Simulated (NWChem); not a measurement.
# C4H6S (2,3-dihydrothiophene) at 3 levels

Wanted: a comparison of 3 runs (HF/def2-SVP, MP2/def2-SVP, CCSD/def2-SVP) of C4H6S (2,3-dihydrothiophene). 

The results are computed with NWChem 7.3.0.

## (1) The structure to begin with

C4H6S has 11 atoms, charge 0, and is taken as a singlet. As SMILES, `C1=CSCC1`. The C5–H10 distance was set to 1.428 Å, away from the relaxed value.

Bond lengths: C1–C2 1.329 Å, C2–S3 1.749 Å, S3–C4 1.823 Å, C1–C5 1.500 Å, C4–C5 1.528 Å, C1–H6 1.083 Å, C2–H7 1.082 Å, C4–H8 1.089 Å, C4–H9 1.092 Å, C5–H11 1.093 Å. Some angles: C1–C2–S3 115.0°, C2–C1–C5 114.2°, C2–S3–C4 90.3°, S3–C4–C5 106.7°, C1–C5–C4 106.3°, C1–C2–H7 126.2°, S3–C2–H7 118.7°, C2–C1–H6 123.2°, C5–C1–H6 122.4°, S3–C4–H8 109.2°. A long bond or contact: C5–H10 1.428 Å.

## (2) A single-point energy at HF/def2-SVP (run 1)

nw.nw reads:

```
start nw
title "C4H6S"
memory total 2200 mb

geometry units atomic noautosym nocenter noautoz
C      0.37437931     2.26073983    -0.16316840
C      2.23802722     1.69533378     1.42382360
S      2.15109981    -1.37452631     2.64515359
C     -1.05954487    -1.77306955     1.46048428
C     -1.38212112     0.10323952    -0.70948822
H      0.21696513     4.07034157    -1.10614174
H      3.77985476     2.92460062     1.96447424
H     -1.33355516    -3.73214862     0.89110980
H     -2.35608597    -1.33937741     3.00703614
H     -0.70751346    -1.02782204    -3.06570269
H     -3.35442828     0.69547969    -0.87124878
end

basis spherical bse
* library def2-SVP
end

scf
thresh 1e-08
maxiter 80
end

task scf energy
```

Command:

```
$ nwchem nw.nw > nw.out
```

Log:

```text
[...]
  functions       =   104
[...]
  wavefunction    = RHF
[...]
         Total SCF energy =   -552.189253049603
      One-electron energy =  -1188.146537703673
      Two-electron energy =    419.101585814882
 Nuclear repulsion energy =    216.855698839188
        Time for solution =     16.3s
[...]
```

Run time: 17 s. Hardware: 1 thread of AMD EPYC 9R14 (Zen 4), shared host; peak memory 0.1 GiB.

## (3) The energy at MP2/def2-SVP (run 2)

c4h6s.nw reads:

```
start c4h6s
title "C4H6S energy"
memory stack 880 mb heap 220 mb global 1100 mb
charge 0

geometry noautosym nocenter noautoz
  C        0.198113       1.196332      -0.086345
  C        1.184313       0.897132       0.753455
  S        1.138313      -0.727368       1.399755
  C       -0.560687      -0.938268       0.772855
  C       -0.731387       0.054632      -0.375445
  H        0.114813       2.153932      -0.585345
  H        2.000213       1.547632       1.039555
  H       -0.705687      -1.974968       0.471555
  H       -1.246787      -0.708768       1.591255
  H       -0.374400      -0.543900      -1.622300
  H       -1.775087       0.368032      -0.461045
end

basis spherical bse
  * library def2-SVP
end

scf
  thresh 1e-08
  maxiter 80
  print medium
end

mp2
  freeze core 9
  tight
end

task mp2
```

Command:

```
$ nwchem c4h6s.nw > c4h6s.out
```

Log:

```text
[...]
  functions       =   104
[...]
  wavefunction    = RHF
[...]
         Total SCF energy =   -552.189253067535
      One-electron energy =  -1188.146568349530
      Two-electron energy =    419.101600995076
 Nuclear repulsion energy =    216.855714286919
        Time for solution =     16.2s
[...]
          Total MP2 energy          -552.865267688073
[...]
```

Wall time 20 s (1 thread of AMD EPYC 9R14 (Zen 4), shared host); peak memory 0.33 GiB.

## (4) A single-point energy at CCSD/def2-SVP (run 3)

Changes to c4h6s.nw since step 3:

```diff
@@ -1,5 +1,3 @@
 start c4h6s
-title "C4H6S energy"
-memory stack 880 mb heap 220 mb global 1100 mb
-charge 0
+memory 2200 mb
 
@@ -19,3 +17,3 @@
 
-basis spherical bse
+basis "ao basis" spherical bse
   * library def2-SVP
@@ -26,10 +24,9 @@
   maxiter 80
-  print medium
 end
 
-mp2
+ccsd
   freeze core 9
-  tight
+  maxiter 60
 end
 
-task mp2
+task ccsd energy
```

Command:

```
$ nwchem c4h6s.nw > c4h6s.out
```

Log:

```text
[...]
  functions       =   104
[...]
  wavefunction    = RHF
[...]
         Total SCF energy =   -552.189253067535
      One-electron energy =  -1188.146568349530
      Two-electron energy =    419.101600995076
 Nuclear repulsion energy =    216.855714286919
        Time for solution =     16.4s
[...]
 Total MP2 energy:           -552.865267688073459
[...]
             energy      energy      error      ampl     ampl      Block
                                                time     time      time
[...]
 Total CCSD energy:           -552.917196425514589
[...]
```

Run time: 2.8 min. Hardware: 1 thread of AMD EPYC 9R14 (Zen 4), shared host; peak memory 0.31 GiB.

## (5) Overview of the runs

| run | level | module | frozen core orbitals | energy (Eh) | HOMO energy (eV) | LUMO energy (eV) | HOMO–LUMO gap (eV) | wall time |
| --- | --- | --- | --- | --- | --- | --- | --- | --- |
| 1 | HF/def2-SVP | scf | – | -552.189253 | -8.21 | 3.76 | 11.97 | 17 s |
| 2 | MP2/def2-SVP | mp2 | 9 | -552.865268 | -8.21 | 3.76 | 11.97 | 20 s |
| 3 | CCSD/def2-SVP | ccsd | 9 | -552.917196 | -8.21 | 3.76 | 11.97 | 2.8 min |

## (6) What came out

| quantity | value |
| --- | --- |
| run 3: total energy | -552.91720 Eh |
| run 3: HOMO energy (Hartree–Fock orbitals) | -8.21 eV |
| run 3: LUMO energy (Hartree–Fock orbitals) | 3.76 eV |
| run 3: HOMO–LUMO gap (Hartree–Fock orbitals) | 11.97 eV |
| run 3: correlation energy (9 core orbitals frozen) | -727.9 mEh |

What this shows: Below the HF energy at the same shape and in the same basis (def2-SVP): MP2 -676.0 mEh; CCSD -727.9 mEh. All runs together took 3.4 min, the longest 2.8 min.
